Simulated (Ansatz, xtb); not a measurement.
Relative energy of two structures of CHOP

Structure a is `OC#P`, a singlet and structure b is a singlet given by its coordinates. Both are isolated molecules in the gas phase, relaxed with PBE0-D3(BJ)/def2-SVP.

a (Å):

```xyz
4

C    -0.9487   -0.2961    1.8796
O    -1.8735   -0.7419    2.6646
P     0.1585    0.1784    0.8975
H    -2.0754   -0.1000    3.3617
```

b (Å):

```csv
atom,x (Å),y (Å),z (Å)
C,-0.1709,-1.2411,0.2800
O,0.0784,-1.3795,-0.9636
P,-1.5488,-0.4105,-0.1991
H,0.4518,-1.6219,1.1032
```

Close contacts (Å): C1–O2 1.28, C1–P3 1.68, O2–P3 2.04, C1–H4 1.10.

Problem. Estimate E(b) − E(a) at the level CCSD(T)/def2-TZVPP.

Solution. Calculated at CCSD(T)/def2-TZVPP: E(b) − E(a) = +1.148 eV, so structure a lies lower.

Level by level:

```csv
level,geometry,E(b) − E(a) (eV),departure from the last row (eV),"job, with rough time for the two"
GFN2-xTB,GFN2-xTB,+0.378,−0.771,"optimisation, 0.26 s"
HF/STO-3G,GFN2-xTB,+1.175,+0.026,"single point, 0.42 s"
r2SCAN-D4/def2-SVP,GFN2-xTB,+1.299,+0.150,"single point, 3 s"
PBE0-D3(BJ)/def2-SVP,PBE0-D3(BJ)/def2-SVP,+1.160,+0.011,"optimisation, 25 s"
HF/def2-TZVPP,PBE0-D3(BJ)/def2-SVP,+1.355,+0.207,part of the CCSD(T) run
MP2/def2-TZVPP,PBE0-D3(BJ)/def2-SVP,+1.411,+0.262,part of the CCSD(T) run
CCSD(T)/def2-TZVPP,PBE0-D3(BJ)/def2-SVP,+1.148,,"single point, 23 s"
```

None of the levels shown reverses the order. The largest departure from CCSD(T)/def2-TZVPP is that of GFN2-xTB, 0.771 eV.

With harmonic frequencies from PBE0-D3(BJ)/def2-SVP (ideal gas, rigid rotor, one conformer each, 298.15 K, 1 atm): the zero-point term adds −0.027 eV; ΔH is +1.116 and ΔG +1.101 eV.

The T1 diagnostic of structure b is large, so the coupled-cluster value is less sure. The correlated steps freeze 7 core orbitals. Run with Ansatz 0.2.0, xtb 6.7.1; the last row on 1 thread of Intel(R) Xeon(R) Platinum 8259CL CPU @ 2.50GHz (Skylake/Cascade Lake) on a shared host.
